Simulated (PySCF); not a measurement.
## Broadened absorption spectrum of CuH

CuH (singlet state).
SMILES: `[CuH]`

Method used: TDDFT CAM-B3LYP/aug-cc-pVTZ, vertical, gas phase, core orbitals frozen in the response (PySCF). Geometry: PBE0-D3(BJ)/def2-TZVP; no solvent, vibrations or thermal averaging.

Each state is given a Gaussian of 0.3 eV full width at half maximum, with ε(max) = 2.175×10⁸ f / Δν̃ (Δν̃ the width in cm⁻¹). The cross-section is σ = 3.8235×10⁻²¹ ε cm², given in Mb (10⁻¹⁸ cm²). The width is an assumption, not a result. The curve ends short of the highest state used, and states not computed would add to its high-energy end.

(λ (nm), σ (Mb)): (229.0, 95.26), (233.9, 86.89), (238.8, 37.79), (243.6, 8.88), (248.5, 1.15), (253.4, 0.09), (258.2, 0.00), (263.1, 0.00), (268.0, 0.00), (272.8, 0.00), (277.7, 0.00), (282.6, 0.00), (287.4, 0.00), (292.3, 0.00), (297.2, 0.00), (302.0, 0.00), (306.9, 0.00), (311.8, 0.00), (316.6, 0.01), (321.5, 0.03), (326.4, 0.09), (331.2, 0.22), (336.1, 0.45), (340.9, 0.74), (345.8, 1.05), (350.7, 1.25), (355.5, 1.28), (360.4, 1.15), (365.3, 0.92), (370.1, 0.70), (375.0, 0.59), (379.9, 0.71), (384.7, 1.15), (389.6, 2.02), (394.5, 3.35), (399.3, 5.03), (404.2, 6.95), (409.1, 8.76), (413.9, 10.12), (418.8, 10.84), (423.7, 10.77), (428.5, 10.00), (433.4, 8.70), (438.3, 7.12), (443.1, 5.54), (448.0, 4.07), (452.9, 2.84), (457.7, 1.92), (462.6, 1.23), (467.5, 0.76), (472.3, 0.45), (477.2, 0.26), (482.1, 0.14), (486.9, 0.08), (491.8, 0.04), (496.7, 0.02)

Question: Locate the maxima and give the states behind the curve.

Answer: 421 nm (2.95 eV), ε about 2900, made up of S1 (100%); 354 nm (3.50 eV), ε about 340, made up of S4 (50%) and S5 (50%); 231 nm (5.37 eV), ε about 26000, made up of S6 (50%) and S7 (50%) (ε in L mol⁻¹ cm⁻¹; maxima over ε = 5, shares over 10%). The states used: S1 2.95 eV (f 0.032); S2 3.31 eV (f 0.0000); S3 3.31 eV (f 0.0000); S4 3.50 eV (f 0.0019); S5 3.50 eV (f 0.0019); S6 5.37 eV (f 0.147); S7 5.37 eV (f 0.147); S8 5.84 eV (f 0.0000); S9 5.84 eV (f 0.0000); S10 6.01 eV (f 0.0082).

Question: What would ε be at 5.37 eV, the highest of these maxima, with half the width (0.15 eV)?

Answer: About 52800 L mol⁻¹ cm⁻¹ against 26400, a factor of about 2.00; a lone state at its own centre would give exactly 2.

Question: Coming from long wavelengths, where does ε first pass 100 L mol⁻¹ cm⁻¹?

Answer: At about 474 nm (2.62 eV), 0.33 eV below S1.

Question: On this curve, what absorbance would a 10⁻⁵ mol/L sample give at 254 nm over a 1 cm path?

Answer: 254 nm is 4.881 eV, where ε is about 17 L mol⁻¹ cm⁻¹, so A = ε c l ≈ 0.00017 (Beer–Lambert, with the gas-phase spectrum and the assumed width).
